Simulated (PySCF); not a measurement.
hydrogen sulfide (H₂S), SMILES S.

Geometry: PBE-D3(BJ)/def2-TZVPD.

These are PySCF with CAM-B3LYP/def2-TZVPD values and carry that method's errors.

Symmetry labels are those of the subgroup C2v that the program uses (full group C2v).

Computed valence orbital energies around the gap with their symmetry:
| orbital | symmetry | energy (eV) |
|---|---|---|
| HOMO−7 | A1 | -218.15 |
| HOMO−6 | B2 | -162.75 |
| HOMO−5 | A1 | -162.66 |
| HOMO−4 | B1 | -162.50 |
| HOMO−3 | A1 | -22.43 |
| HOMO−2 | B2 | -13.84 |
| HOMO−1 | A1 | -11.83 |
| HOMO | B1 | -8.93 |
| LUMO | A1 | 0.62 |
| LUMO+1 | B2 | 1.37 |
| LUMO+2 | B2 | 1.40 |
| LUMO+3 | A1 | 1.57 |
